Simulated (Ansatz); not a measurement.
# SiH2F2 (SiF2H2): levels of theory compared

Aim: a comparison of 6 runs (B2PLYP/STO-3G, BLYP/STO-3G, PBE0/STO-3G, UB3LYP/STO-3G, CCSDT(Q)/STO-3G, UCCSD(T)/STO-3G) of SiH2F2 (SiF2H2). 

The results are computed with Ansatz 0.2.0.

54 further runs of the same task are left out: 4 that didn't finish, 50 set aside as unsound or not needed.

### Step 1. The structure to begin with

SiH2F2 has 5 atoms, charge 0, and is taken as a singlet. SMILES: `[H][Si]([H])(F)F`. The F2–Si1 distance was set to 3.188 Å, away from the relaxed value. At this shape a bond of the SMILES string is far longer than usual.

Bond lengths: Si1–F3 1.594 Å, Si1–H4 1.442 Å, Si1–H5 1.443 Å. Angles: F3–Si1–H4 107.9°, F3–Si1–H5 108.0°, H4–Si1–H5 120.8°.

### Step 2. A single-point energy at B2PLYP/STO-3G (run 1)

Input file run.yaml:

```yaml
crystal:
  periodic: [false, false, false]
  atoms:
    - {symbol: Si, position_ang: [-0.191962, 0.019960, -1.655108]}
    - {symbol: F, position_ang: [0.009240, -0.018840, 1.526500]}
    - {symbol: F, position_ang: [1.335418, 0.030030, -2.110558]}
    - {symbol: H, position_ang: [-0.780742, 1.277200, -2.046358]}
    - {symbol: H, position_ang: [-0.774342, -1.230750, -2.077738]}
basis:
  gaussian:
    orbitals: STO-3G
total_charge: 0
hamiltonian:
  xc: {name: B2PLYP}
correlation:
  frozen_orbitals: {F: 1, H: 0, Si: 5}
accuracy: high
```

The run is started by

```sh
$ ansatz run run.yaml --threads 1 --pin off --max-ram 2610MiB --events-out events.jsonl --progress --plain --runs-dir runs
```

The log of the run:

```text
Warning: RAYON_NUM_THREADS=1 ignored (pool sized by the plan → 1); use --threads N
Functional definition: B2PLYP
  name "B2PLYP"
  parameter a = 0.53
  parameter c = 0.27
  exchange = (1 - a)*b88_x + a*exact_x
  correlation = (1 - c)*lyp_c + c*(mp2_os + mp2_ss)
352 factors; integrals over basis functions are off by at most 3.3e-8 eV
mean field evaluation 1: about -13146.8892 eV, gradient 2.2e1 eV
mean field evaluation 2: about -13146.8851 eV, gradient 2.2e1 eV
mean field evaluation 4: about -13143.6841 eV, gradient 3.8e1 eV
mean field evaluation 8: about -13155.4766 eV, gradient 3.6e0 eV
mean field evaluation 16: about -13155.5452 eV, gradient 2.8e-3 eV
mean field evaluation 32: about -13016.1444 eV, gradient 3.4e1 eV
mean field -13155.54515017 eV, -483.4573671200 hartree, gradient 8.1e-8 eV, S^2 0.000000; 2 other end points of the search recorded, 0 dependent functions left out; unrestricted orbitals would lower it
7 core orbitals not correlated: weight in the atoms' cores, before any rotation towards them, 1.000 or more for the frozen orbitals, at most 0.000 for the correlated occupied ones
reference -13155.54516538 eV, -483.4573676790 hartree; 10, 10 occupied and 4, 4 virtual orbitals, 352 factors
second order -8.74821827 eV of doubles, -0.00000000 eV of singles
Total energy: -13157.90718431 eV, -483.5441702737 hartree
```

It took 2 s on 1 thread of Arm Neoverse V1, shared host; peak memory 0.1 GiB.

### Step 3. A single-point energy at BLYP/STO-3G (run 2)

Input file run.yaml:

```yaml
crystal:
  periodic: [false, false, false]
  atoms:
    - symbol: Si
      position_ang: [-0.191962, 0.019960, -1.655108]
    - symbol: F
      position_ang: [0.009240, -0.018840, 1.526500]
    - symbol: F
      position_ang: [1.335418, 0.030030, -2.110558]
    - symbol: H
      position_ang: [-0.780742, 1.277200, -2.046358]
    - symbol: H
      position_ang: [-0.774342, -1.230750, -2.077738]
basis:
  gaussian: {orbitals: STO-3G}
hamiltonian: {xc: {name: BLYP}}
accuracy: high
```

The run is started by

```sh
$ ansatz run run.yaml --threads 1 --pin off --max-ram 2610MiB --events-out events.jsonl --progress --plain --runs-dir runs
```

The log of the run:

```text
Warning: RAYON_NUM_THREADS=1 ignored (pool sized by the plan → 1); use --threads N
Functional definition: BLYP
  name "BLYP"
  parameter beta = 0.0042
  parameter a = 0.04918
  parameter b = 0.132
  parameter c = 0.2533
  parameter d = 0.349
  exchange = b88_x(beta = beta)
  correlation = lyp_c(a = a, b = b, c = c, d = d)
352 factors; integrals over basis functions are off by at most 3.3e-8 eV
mean field evaluation 1: about -13154.7684 eV, gradient 2.4e1 eV
mean field evaluation 2: about -12790.2048 eV, gradient 2.8e1 eV
mean field evaluation 4: about -13148.1874 eV, gradient 4.7e1 eV
mean field evaluation 8: about -13165.3036 eV, gradient 1.6e-1 eV
mean field evaluation 16: about -13146.5293 eV, gradient 7.8e0 eV
mean field -13165.30384671 eV, -483.8159926030 hartree, gradient 1.2e-8 eV, S^2 0.000000; 2 other end points of the search recorded, 0 dependent functions left out
reference -13165.30387901 eV, -483.8159937901 hartree; 17, 17 occupied and 4, 4 virtual orbitals, 352 factors
Total energy: -13165.30387901 eV, -483.8159937901 hartree
```

Wall time 1.3 s (1 thread of Arm Neoverse V1, shared host); peak memory 0.097 GiB.

Runs 3 to 4 aren't shown in full; the table further down has their settings and results.

### Step 4. A single-point energy at CCSDT(Q)/STO-3G (run 5)

Input file job.yaml:

```yaml
basis:
  gaussian: {orbitals: STO-3G}
crystal:
  periodic: [false, false, false]
  atoms:
    - {symbol: Si, position_ang: [-0.191962, 0.019960, -1.655108]}
    - {symbol: F, position_ang: [0.009240, -0.018840, 1.526500]}
    - {symbol: F, position_ang: [1.335418, 0.030030, -2.110558]}
    - {symbol: H, position_ang: [-0.780742, 1.277200, -2.046358]}
    - {symbol: H, position_ang: [-0.774342, -1.230750, -2.077738]}
correlation: {method: ccsdt_q, frozen_orbitals: {F: 1, H: 0, Si: 5}}
accuracy: high
scf: {omitted_lower_state_checks: [cluster_reference, increment]}
```

The run is started by

```sh
$ ansatz run job.yaml --threads 1 --pin off --max-ram 2610MiB --events-out events.jsonl --progress --plain --runs-dir runs
```

The log of the run:

```text
Warning: RAYON_NUM_THREADS=1 ignored (pool sized by the plan → 1); use --threads N
[... 13 lines left out ...]
7 core orbitals not correlated: weight in the atoms' cores, before any rotation towards them, 1.000 or more for the frozen orbitals, at most 0.000 for the correlated occupied ones
[... 55 lines left out ...]
WARN: these amplitudes may be one of several solutions (largest doubles amplitude 0.88, level shift 14.04 eV)
Total energy: -13137.72382292 eV, -482.8024454233 hartree
Checks for a lower state left out: cluster_reference, increment
```

Run time: 0.66 s. Hardware: 1 thread of Arm Neoverse V1, shared host.

### Step 5. The energy at UCCSD(T)/STO-3G (run 6)

Input file job.yaml:

```yaml
basis:
  gaussian: {orbitals: STO-3G}
crystal:
  periodic: [false, false, false]
  atoms:
    - symbol: Si
      position_ang: [-0.191962, 0.019960, -1.655108]
    - symbol: F
      position_ang: [0.009240, -0.018840, 1.526500]
    - symbol: F
      position_ang: [1.335418, 0.030030, -2.110558]
    - symbol: H
      position_ang: [-0.780742, 1.277200, -2.046358]
    - symbol: H
      position_ang: [-0.774342, -1.230750, -2.077738]
magnetization: {spin_polarized: true, initial_magnetization: 0}
correlation: {method: ccsd_t, frozen_orbitals: {F: 1, H: 0, Si: 5}}
accuracy: high
scf: {omitted_lower_state_checks: [cluster_reference, increment]}
```

The run is started by

```sh
$ ansatz run job.yaml --threads 1 --pin off --max-ram 2610MiB --events-out events.jsonl --progress --plain --runs-dir runs
```

The log of the run:

```text
Warning: RAYON_NUM_THREADS=1 ignored (pool sized by the plan → 1); use --threads N
[... 16 lines left out ...]
7 core orbitals not correlated: weight in the atoms' cores, before any rotation towards them, 1.000 or more for the frozen orbitals, at most 0.000 for the correlated occupied ones
[... 69 lines left out ...]
Total energy: -13137.66768787 eV, -482.8003824983 hartree
Checks for a lower state left out: cluster_reference, increment
```

It took 0.95 s on 1 thread of Arm Neoverse V1, shared host.

### Step 6. Overview of the runs

```csv
run,level,frozen core orbitals,energy (Eh),wall time
1,B2PLYP/STO-3G,7,-483.544170,2 s
2,BLYP/STO-3G,–,-483.815994,1.3 s
3,PBE0/STO-3G,–,-483.601761,1.4 s
4,UB3LYP/STO-3G,–,-483.928123,5.7 s
5,CCSDT(Q)/STO-3G,7,-482.802445,0.66 s
6,UCCSD(T)/STO-3G,7,-482.800382,0.95 s
```

### Step 7. Outcome

| quantity | value |
| --- | --- |
| run 6: total energy | -482.80038 Eh |
| run 6: correlation energy (7 core orbitals frozen) | -65.7 mEh |
| run 6: (T) correction | -2.26 mEh |
| run 6: ⟨S²⟩ of the reference determinant | 0.994 |
| run 6: T1 diagnostic | 0.012 |

**Reading.** Totals of different functionals can't be ranked against each other. In runs 1, 5 the log says that unrestricted orbitals would lower the reference, so the values rest on an unstable closed-shell determinant (other closed-shell runs at this shape may share the fault). In runs 1, 2, 3, 4, 5, 6 the basis is minimal, so the values are rough. In runs 1, 2, 3 a closed-shell determinant meets a far-stretched bond, which it describes badly. Spin contamination of the reference: run 6 ⟨S²⟩ = 0.99, run 4 ⟨S²⟩ = 0.91. Where it is this large, the reference is a mixture of spin states, and values that rest on it are in doubt. All runs together took 12 s, the longest 5.7 s.
